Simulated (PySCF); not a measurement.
# C4H6O− (doublet): open-shell or spin-flip excitations

Wanted: open-shell or spin-flip excitations for C4H6O− (doublet) (`C=CC[CH][O-]`).

Computed with PySCF 2.14.0 and routines of our own; the level stands in each step. Atoms count from 0.

## 1. The system as given

11 atoms, charge -1, multiplicity 2; geometry from: GFN2-xTB.

## 2. Open-shell or spin-flip excitations: unrestricted TDDFT wB97X-D/def2-SVPD in water

What the job is given:

```
{"job": {"kind": "uabs", "xc": "wB97X-D", "basis": "def2-SVPD", "nstates": 10, "tda": false, "solvent": "water", "pol": false}, "charge": -1, "multiplicity": 2}
C      1.500226     0.246951     0.333565
C      0.724642     0.182476    -0.788715
C     -0.415834    -0.754065    -0.979912
C     -1.527416     0.198552    -0.644211
O     -2.217976     0.846320    -1.488812
H      1.407601    -0.483451     1.123623
H      2.155884     1.083263     0.529915
H      0.834019     0.946017    -1.548878
H     -0.504320    -1.116196    -2.009362
H     -0.365996    -1.602110    -0.286407
H     -1.585407     0.454913     0.431840
```

Method: unrestricted TDDFT wB97X-D/def2-SVPD, vertical, IEF-PCM water (non-equilibrium linear response), core orbitals frozen in the response.

Launch:

```console
$ OMP_NUM_THREADS=1 python excited_run.py task.json out
```

This one command runs all jobs of the session in turn.

The log of the run:

```text
coarse grid: 9152 points
cycle   1  E = -230.8627582755  dE =  5.054e-01  |g| = 5.800e-01  |ddm| = 3.079e+00
cycle   2  E = -230.7470118201  dE =  1.157e-01  |g| = 8.375e-01  |ddm| = 1.799e+00
cycle   3  E = -231.0102053947  dE = -2.632e-01  |g| = 6.039e-02  |ddm| = 9.312e-01
cycle   4  E = -231.0121837705  dE = -1.978e-03  |g| = 2.449e-02  |ddm| = 1.731e-01
cycle   5  E = -231.0127402208  dE = -5.565e-04  |g| = 8.372e-03  |ddm| = 1.196e-01
cycle   6  E = -231.0128737133  dE = -1.335e-04  |g| = 4.122e-03  |ddm| = 6.449e-02
cycle   7  E = -231.0129508616  dE = -7.715e-05  |g| = 3.217e-03  |ddm| = 4.822e-02
cycle   8  E = -231.0129975416  dE = -4.668e-05  |g| = 1.404e-03  |ddm| = 5.071e-02
cycle   9  E = -231.0130128481  dE = -1.531e-05  |g| = 6.679e-04  |ddm| = 3.181e-02
cycle  10  E = -231.0130161028  dE = -3.255e-06  |g| = 3.902e-04  |ddm| = 1.536e-02
final grid: 88272 points
cycle  11  E = -231.0526070949  dE = -7.251e-05  |g| = 2.645e-03  |ddm| = 7.941e-02
cycle  12  E = -231.0526115637  dE = -4.469e-06  |g| = 2.115e-03  |ddm| = 1.792e-02
cycle  13  E = -231.0526138648  dE = -2.301e-06  |g| = 9.063e-04  |ddm| = 3.973e-03
cycle  14  E = -231.0526149377  dE = -1.073e-06  |g| = 4.372e-04  |ddm| = 6.279e-03
cycle  15  E = -231.0526153193  dE = -3.815e-07  |g| = 2.304e-04  |ddm| = 4.616e-03
cycle  16  E = -231.0526154913  dE = -1.721e-07  |g| = 8.584e-05  |ddm| = 4.203e-03
cycle  17  E = -231.0526155135  dE = -2.216e-08  |g| = 4.942e-05  |ddm| = 1.284e-03
cycle  18  E = -231.0526155216  dE = -8.157e-09  |g| = 2.342e-05  |ddm| = 8.813e-04
cycle  19  E = -231.0526155241  dE = -2.444e-09  |g| = 1.151e-05  |ddm| = 4.619e-04
cycle  20  E = -231.0526155245  dE = -4.296e-10  |g| = 6.442e-06  |ddm| = 1.318e-04
converged SCF energy = -231.0526155245

<S^2> of the reference = 0.7627 (exact 0.7500)

Excitations
state   eV       nm        f      <S^2>   main configurations
  1   2.1574    574.7   0.11770   0.784   Ha->La 0.96
  2   2.7460    451.5   0.00280   0.769   Ha->L+1a 0.80, Ha->L+3a 0.09
  3   3.4009    364.6   0.00692   0.775   Ha->L+3a 0.43, Ha->L+2a 0.39, Ha->L+4a 0.11
  4   3.5712    347.2   0.00305   0.771   Ha->L+4a 0.76, Ha->L+3a 0.19
  5   3.6629    338.5   0.03624   0.785   Ha->L+2a 0.45, Ha->L+3a 0.26, Ha->L+1a 0.12
  6   4.2710    290.3   0.07123   1.344   Hb->Lb 0.57, H-2a->La 0.10, H-1b->Lb 0.08
  7   4.5479    272.6   0.00338   1.001   Ha->L+5a 0.26, H-1b->Lb 0.15, Hb->Lb 0.15, Ha->L+7a 0.13
  8   4.5790    270.8   0.02244   1.288   H-1b->Lb 0.28, Ha->L+5a 0.27, Ha->L+7a 0.11, H-2a->La 0.08
  9   4.7666    260.1   0.01714   0.800   Ha->L+6a 0.82
 10   4.8675    254.7   0.00256   0.776   Ha->L+7a 0.62, Ha->L+5a 0.26
```

It took 29 s on 1 thread of Arm Neoverse V1, shared host; peak memory 0.59 GiB.

In short:

```
quantity  value
    ⟨S²⟩  0.763
```

Löwdin spin populations:

```
atom  value (e)
  C0       0.17
  C1       0.04
  C2       0.04
  C3       0.39
  O4       0.29
  H5       0.02
  H6       0.02
  H7       0.00
  H8       0.00
  H9       0.02
 H10       0.03
```

With diffuse functions Löwdin's scheme smears the spin, so small populations can have the wrong sign.

## 3. Open-shell or spin-flip excitations: unrestricted TDDFT wB97X-D/def2-SVPD

Settings changed since step 2:

```diff
@@ -1,2 +1,2 @@
-{"job": {"kind": "uabs", "xc": "wB97X-D", "basis": "def2-SVPD", "nstates": 10, "tda": false, "solvent": "water", "pol": false}, "charge": -1, "multiplicity": 2}
+{"job": {"kind": "uabs", "xc": "wB97X-D", "basis": "def2-SVPD", "nstates": 10, "tda": false}, "charge": -1, "multiplicity": 2}
 C      1.500226     0.246951     0.333565
```

Method: unrestricted TDDFT wB97X-D/def2-SVPD, vertical, gas phase, core orbitals frozen in the response.

The log of the run:

```text
coarse grid: 9152 points
cycle   1  E = -230.7481499752  dE =  6.197e-01  |g| = 5.987e-01  |ddm| = 3.077e+00
cycle   2  E = -230.5238665658  dE =  2.243e-01  |g| = 9.910e-01  |ddm| = 3.521e+00
cycle   3  E = -230.9123755134  dE = -3.885e-01  |g| = 8.644e-02  |ddm| = 2.358e+00
cycle   4  E = -230.9160162861  dE = -3.641e-03  |g| = 3.818e-02  |ddm| = 2.504e-01
cycle   5  E = -230.9169748875  dE = -9.586e-04  |g| = 1.059e-02  |ddm| = 2.248e-01
cycle   6  E = -230.9170890588  dE = -1.142e-04  |g| = 5.376e-03  |ddm| = 1.112e-01
cycle   7  E = -230.9171433591  dE = -5.430e-05  |g| = 2.309e-03  |ddm| = 8.408e-02
cycle   8  E = -230.9171599343  dE = -1.658e-05  |g| = 9.017e-04  |ddm| = 6.319e-02
cycle   9  E = -230.9171623191  dE = -2.385e-06  |g| = 5.706e-04  |ddm| = 1.755e-02
final grid: 88272 points
cycle  10  E = -230.9569911785  dE = -7.518e-05  |g| = 2.565e-03  |ddm| = 9.368e-02
cycle  11  E = -230.9569961061  dE = -4.928e-06  |g| = 2.043e-03  |ddm| = 2.491e-02
cycle  12  E = -230.9569983233  dE = -2.217e-06  |g| = 9.422e-04  |ddm| = 5.043e-03
cycle  13  E = -230.9569994598  dE = -1.137e-06  |g| = 4.624e-04  |ddm| = 9.146e-03
cycle  14  E = -230.9569998216  dE = -3.618e-07  |g| = 2.645e-04  |ddm| = 5.840e-03
cycle  15  E = -230.9569999657  dE = -1.442e-07  |g| = 8.725e-05  |ddm| = 4.651e-03
cycle  16  E = -230.9569999824  dE = -1.664e-08  |g| = 4.158e-05  |ddm| = 1.249e-03
cycle  17  E = -230.9569999860  dE = -3.605e-09  |g| = 1.793e-05  |ddm| = 4.609e-04
cycle  18  E = -230.9569999873  dE = -1.368e-09  |g| = 1.153e-05  |ddm| = 2.718e-04
cycle  19  E = -230.9569999877  dE = -4.108e-10  |g| = 7.319e-06  |ddm| = 1.685e-04
converged SCF energy = -230.9569999877

Static polarisability (au): isotropic 93.570, principal 60.479 64.576 155.655

<S^2> of the reference = 0.7628 (exact 0.7500)

Excitations
state   eV       nm        f      <S^2>   main configurations
  1   1.9131    648.1   0.03539   0.770   Ha->La 0.43, Ha->L+1a 0.28, Ha->L+2a 0.17
  2   1.9562    633.8   0.07860   0.766   Ha->L+1a 0.48, Ha->La 0.44
  3   2.5569    484.9   0.00725   0.771   Ha->L+2a 0.75, Ha->L+1a 0.12
  4   2.6602    466.1   0.01479   0.771   Ha->L+3a 0.59, Ha->L+4a 0.25, Ha->L+1a 0.10
  5   2.8426    436.2   0.01081   0.774   Ha->L+4a 0.55, Ha->L+3a 0.34
  6   3.8736    320.1   0.00995   0.780   Ha->L+5a 0.81
  7   4.0006    309.9   0.03195   0.857   Hb->L+1b 0.28, Hb->Lb 0.17, Ha->L+6a 0.16, Ha->L+7a 0.12
  8   4.1103    301.6   0.00805   0.811   Ha->L+6a 0.32, Ha->L+7a 0.29, Hb->L+1b 0.12
  9   4.2700    290.4   0.00609   0.775   Ha->L+7a 0.46, Ha->L+6a 0.40, Ha->L+5a 0.09
 10   4.5726    271.1   0.03777   1.612   H-1b->L+1b 0.26, H-1b->Lb 0.15, Ha->L+8a 0.14, H-2a->L+1a 0.09
```

Wall time 35 s (1 thread of Arm Neoverse V1, shared host); peak memory 0.58 GiB.

Warnings kept with the result: the highest occupied orbital has positive energy: the anion is not bound at this level.

From this job:

```
quantity  value
    ⟨S²⟩  0.763
```

## 4. What came out

```
                                                                                                     quantity                        value
lowest and brightest state of nearly pure spin, of 10 (step 2, unrestricted TDDFT wB97X-D/def2-SVPD in water)  2.16 eV; 2.16 eV, f = 0.118
         lowest and brightest state of nearly pure spin, of 10 (step 3, unrestricted TDDFT wB97X-D/def2-SVPD)  1.91 eV; 1.96 eV, f = 0.079
```

**Reading.** States whose ⟨S²⟩ lies well above the reference's are mixtures of spin states, an artefact of the unrestricted response, and are left out of the summary. For an anion in the gas phase, states above the energy of detachment are held by the basis alone, so excitations and responses hang on it. The lowest state of nearly pure spin runs from 1.91 to 2.16 eV over the runs.
